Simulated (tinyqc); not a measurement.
Inside a calculation. Method: UHF in the sto-6g basis, for CH2, spin multiplicity 3. One step of it, computed by the program tinyqc.

Question. Iteration 1: diagonalisation and new density. Diagonalise F' = X^T F X, C = X C', fill 5 alpha and 3 beta electrons from the bottom; D(s) = C_occ C_occ^T. Each column has its largest component positive (the first on a tie).

F(alpha) (hartree), order 1C 1s, 1C 2s, 1C 2px, 1C 2py, 1C 2pz, 2H 1s, 3H 1s:
$$\begin{pmatrix}
-13.810852 & -3.222520 & 0.000000 & 0.000000 & -0.019010 & -0.508766 & -0.508766 \\
-3.222520 & -2.009935 & 0.000000 & 0.000000 & 0.133043 & -0.532757 & -0.532757 \\
0.000000 & 0.000000 & -1.294875 & 0.000000 & 0.000000 & 0.000000 & 0.000000 \\
0.000000 & 0.000000 & 0.000000 & -1.312432 & 0.000000 & -0.349965 & 0.349965 \\
-0.019010 & 0.133043 & 0.000000 & 0.000000 & -1.134072 & -0.199828 & -0.199828 \\
-0.508766 & -0.532757 & 0.000000 & -0.349965 & -0.199828 & -0.392979 & -0.114033 \\
-0.508766 & -0.532757 & 0.000000 & 0.349965 & -0.199828 & -0.114033 & -0.392979
\end{pmatrix}$$

F(beta) (hartree), order 1C 1s, 1C 2s, 1C 2px, 1C 2py, 1C 2pz, 2H 1s, 3H 1s:
$$\begin{pmatrix}
-13.765964 & -3.156173 & 0.000000 & 0.000000 & -0.019573 & -0.495190 & -0.495190 \\
-3.156173 & -1.730847 & 0.000000 & 0.000000 & 0.127641 & -0.460817 & -0.460817 \\
0.000000 & 0.000000 & -0.583564 & 0.000000 & 0.000000 & 0.000000 & 0.000000 \\
0.000000 & 0.000000 & 0.000000 & -0.593456 & 0.000000 & -0.220994 & 0.220994 \\
-0.019573 & 0.127641 & 0.000000 & 0.000000 & -1.061171 & -0.190740 & -0.190740 \\
-0.495190 & -0.460817 & 0.000000 & -0.220994 & -0.190740 & -0.341301 & -0.117604 \\
-0.495190 & -0.460817 & 0.000000 & 0.220994 & -0.190740 & -0.117604 & -0.341301
\end{pmatrix}$$

X, order 1C 1s, 1C 2s, 1C 2px, 1C 2py, 1C 2pz, 2H 1s, 3H 1s:
$$\begin{pmatrix}
1.024953 & -0.140486 & 0.000000 & 0.000000 & -0.008578 & 0.019968 & 0.019968 \\
-0.140486 & 1.155567 & 0.000000 & 0.000000 & 0.080571 & -0.225977 & -0.225977 \\
0.000000 & 0.000000 & 1.000000 & 0.000000 & 0.000000 & 0.000000 & 0.000000 \\
0.000000 & 0.000000 & 0.000000 & 1.089026 & 0.000000 & -0.189395 & 0.189395 \\
-0.008578 & 0.080571 & 0.000000 & 0.000000 & 1.049046 & -0.138086 & -0.138086 \\
0.019968 & -0.225977 & 0.000000 & -0.189395 & -0.138086 & 1.133913 & -0.017308 \\
0.019968 & -0.225977 & 0.000000 & 0.189395 & -0.138086 & -0.017308 & 1.133913
\end{pmatrix}$$

Give: F' = X^T F X; orbital energies; coefficients C; F' = X^T F X; orbital energies; coefficients C; D(alpha) after iteration 1; D(beta) after iteration 1.

Answer.

F' = X^T F X (alpha) (hartree):
$$\begin{pmatrix}
-13.6557 & -1.3858 & 0.0000 & 0.0000 & -0.0400 & -0.0894 & -0.0894 \\
-1.3858 & -1.4377 & 0.0000 & 0.0000 & 0.1690 & -0.1844 & -0.1844 \\
0.0000 & 0.0000 & -1.2949 & 0.0000 & 0.0000 & 0.0000 & 0.0000 \\
0.0000 & 0.0000 & 0.0000 & -1.2878 & 0.0000 & -0.1323 & 0.1323 \\
-0.0400 & 0.1690 & 0.0000 & 0.0000 & -1.1171 & -0.0786 & -0.0786 \\
-0.0894 & -0.1844 & 0.0000 & -0.1323 & -0.0786 & -0.1799 & -0.0212 \\
-0.0894 & -0.1844 & 0.0000 & 0.1323 & -0.0786 & -0.0212 & -0.1799
\end{pmatrix}$$

orbital energies (alpha) (hartree): MO1 -13.8127, MO2 -1.4113, MO3 -1.3180, MO4 -1.2949, MO5 -1.0627, MO6 -0.1284, MO7 -0.1249

coefficients C (alpha), order 1C 1s, 1C 2s, 1C 2px, 1C 2py, 1C 2pz, 2H 1s, 3H 1s:
$$\begin{pmatrix}
1.0031 & -0.2154 & 0.0000 & 0.0000 & -0.1132 & 0.0000 & 0.0750 \\
-0.0143 & 0.9396 & 0.0000 & 0.0000 & 0.4914 & 0.0000 & -0.5823 \\
0.0000 & 0.0000 & 0.0000 & 1.0000 & 0.0000 & 0.0000 & 0.0000 \\
0.0000 & 0.0000 & 1.0324 & 0.0000 & 0.0000 & -0.4380 & 0.0000 \\
0.0001 & -0.4406 & 0.0000 & 0.0000 & 0.9061 & 0.0000 & -0.3605 \\
0.0034 & -0.0284 & -0.0572 & 0.0000 & -0.0331 & 0.8338 & 0.8319 \\
0.0034 & -0.0284 & 0.0572 & 0.0000 & -0.0331 & -0.8338 & 0.8319
\end{pmatrix}$$

F' = X^T F X (beta) (hartree):
$$\begin{pmatrix}
-13.6218 & -1.3565 & 0.0000 & 0.0000 & -0.0392 & -0.0906 & -0.0906 \\
-1.3565 & -1.1554 & 0.0000 & 0.0000 & 0.1668 & -0.1665 & -0.1665 \\
0.0000 & 0.0000 & -0.5836 & 0.0000 & 0.0000 & 0.0000 & 0.0000 \\
0.0000 & 0.0000 & 0.0000 & -0.5375 & 0.0000 & -0.1217 & 0.1217 \\
-0.0392 & 0.1668 & 0.0000 & 0.0000 & -1.0426 & -0.0784 & -0.0784 \\
-0.0906 & -0.1665 & 0.0000 & -0.1217 & -0.0784 & -0.1675 & -0.0212 \\
-0.0906 & -0.1665 & 0.0000 & 0.1217 & -0.0784 & -0.0212 & -0.1675
\end{pmatrix}$$

orbital energies (beta) (hartree): MO1 -13.7695, MO2 -1.2020, MO3 -0.9296, MO4 -0.6025, MO5 -0.5836, MO6 -0.1075, MO7 -0.0813

coefficients C (beta), order 1C 1s, 1C 2s, 1C 2px, 1C 2py, 1C 2pz, 2H 1s, 3H 1s:
$$\begin{pmatrix}
1.0042 & -0.1681 & -0.1656 & 0.0000 & 0.0000 & 0.0833 & 0.0000 \\
-0.0194 & 0.7432 & 0.7234 & 0.0000 & 0.0000 & -0.6226 & 0.0000 \\
0.0000 & 0.0000 & 0.0000 & 0.0000 & 1.0000 & 0.0000 & 0.0000 \\
0.0000 & 0.0000 & 0.0000 & 0.9243 & 0.0000 & 0.0000 & -0.6351 \\
-0.0003 & -0.6938 & 0.7232 & 0.0000 & 0.0000 & -0.3753 & 0.0000 \\
0.0043 & -0.0027 & -0.0093 & 0.1102 & 0.0000 & 0.8330 & 0.8285 \\
0.0043 & -0.0027 & -0.0093 & -0.1102 & 0.0000 & 0.8330 & -0.8285
\end{pmatrix}$$

D(alpha) after iteration 1, order 1C 1s, 1C 2s, 1C 2px, 1C 2py, 1C 2pz, 2H 1s, 3H 1s:
$$\begin{pmatrix}
1.0655 & -0.2723 & 0.0000 & 0.0000 & -0.0076 & 0.0133 & 0.0133 \\
-0.2723 & 1.1246 & 0.0000 & 0.0000 & 0.0313 & -0.0430 & -0.0430 \\
0.0000 & 0.0000 & 1.0000 & 0.0000 & 0.0000 & 0.0000 & 0.0000 \\
0.0000 & 0.0000 & 0.0000 & 1.0659 & 0.0000 & -0.0591 & 0.0591 \\
-0.0076 & 0.0313 & 0.0000 & 0.0000 & 1.0152 & -0.0175 & -0.0175 \\
0.0133 & -0.0430 & 0.0000 & -0.0591 & -0.0175 & 0.0052 & -0.0014 \\
0.0133 & -0.0430 & 0.0000 & 0.0591 & -0.0175 & -0.0014 & 0.0052
\end{pmatrix}$$

D(beta) after iteration 1, order 1C 1s, 1C 2s, 1C 2px, 1C 2py, 1C 2pz, 2H 1s, 3H 1s:
$$\begin{pmatrix}
1.0642 & -0.2642 & 0.0000 & 0.0000 & -0.0034 & 0.0063 & 0.0063 \\
-0.2642 & 1.0761 & 0.0000 & 0.0000 & 0.0076 & -0.0088 & -0.0088 \\
0.0000 & 0.0000 & 0.0000 & 0.0000 & 0.0000 & 0.0000 & 0.0000 \\
0.0000 & 0.0000 & 0.0000 & 0.0000 & 0.0000 & 0.0000 & 0.0000 \\
-0.0034 & 0.0076 & 0.0000 & 0.0000 & 1.0044 & -0.0048 & -0.0048 \\
0.0063 & -0.0088 & 0.0000 & 0.0000 & -0.0048 & 0.0001 & 0.0001 \\
0.0063 & -0.0088 & 0.0000 & 0.0000 & -0.0048 & 0.0001 & 0.0001
\end{pmatrix}$$
